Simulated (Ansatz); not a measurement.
System: rock-salt CaO. Method: G0W0@HSE06 in Ansatz (plane waves, hard PAW, contour deformation).

The cell has the measured lattice parameters. Conventional cell: a = 4.8110 Å, b = 4.8110 Å, c = 4.8110 Å, α = 90.00°, β = 90.00°, γ = 90.00°.

The quasiparticle gap at Γ at a fixed k mesh 2×2×2:

| response cutoff | value (eV) |
|---|---|
| 250 eV, 459 empty bands | 6.816 |
| 300 eV, 603 empty bands | 6.852 |
| 400 eV, 929 empty bands | 6.886 |
| 500 eV, 1298 empty bands | 6.904 |

Problem. Taking the value to converge with the response cutoff E as E^(−3/2), extrapolate from the last two rows.

Solution. With y = y∞ + c/w and weights w = 8000 and 11180 for the last two rows, y∞ = (w2 y2 − w1 y1)/(w2 − w1) = (11180 × 6.904 − 8000 × 6.886)/3180 = 6.949 eV, which lies 0.045 beyond the last row. Successive pairs of rows give 6.966, 6.949, 6.949. The limit also hangs on the law assumed, so its last digits aren't firm.

The other settings are not extrapolated, so this is the limit in one setting alone.

The smallest gap on this mesh is 6.21 eV, away from Γ.

Note: GW on a hybrid start was not checked against another program.

Ansatz is a quantum-chemistry and plane-wave program.
